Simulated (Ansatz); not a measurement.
# HB–BH, singlet: reading a ladder of total energies

Geometry: a point of a stretch scan, not a stationary point.

```xyz
4

B     0.0000    0.0000    0.7860
B     0.0000    0.0000   -0.7391
H     0.0000    0.0000    1.8680
H     0.0000    0.0000   -1.9148
```

Basis 6-31G; Ansatz 0.2.0. Only valence electrons are correlated (noble-gas cores frozen), which leaves 8 electrons in 20 orbitals. R marks a restricted (for open shells ROHF) determinant.

Full CI is exact within this basis and frozen core; it isn't the basis-set limit.

The determinant fills πx and πy unequally, so it is a mixture of Σ and Δ, which weighs on every level built on one determinant.

Runs differ by some tens of microhartree through their thresholds, so steps under 0.03 kcal/mol mean nothing.

| level | total energy (hartree) |
| --- | --- |
| RHF | -50.348687 |
| RMP2 | -50.437455 |
| RCCSD | -50.465361 |
| RCCSD(T) | -50.468609 |
| RCCSDT* | -50.472235 |
| RCCSDT(Q)* | -50.473465 |
| RCCSDTQ* | -50.473266 |
| full CI | -50.473311 |

Q: What is the correlation energy at full CI, and what share of it do RMP2 and RCCSDT recover?

A: E(corr) = -50.473311 − (-50.348687) = -0.124624 hartree = -3.391 eV. RMP2: -0.088768 / -0.124624 = 71.23 %. RCCSDT: -0.123548 / -0.124624 = 99.14 %.

Q: By how many kcal/mol does RCCSD(T) miss full CI (1 hartree = 627.509 kcal/mol), and which steps make up the rest?

A: -50.468609 − (-50.473311) = 0.004702 hartree = 2.95 kcal/mol. Steps: RCCSDT − RCCSD(T) = -2.28, RCCSDT(Q) − RCCSDT = -0.77, RCCSDTQ − RCCSDT(Q) = 0.12, full CI − RCCSDTQ = -0.03 kcal/mol. With more than one leading determinant such errors change with state and geometry, and needn't cancel in differences.

An asterisk marks runs whose energy the program itself flagged as in doubt.
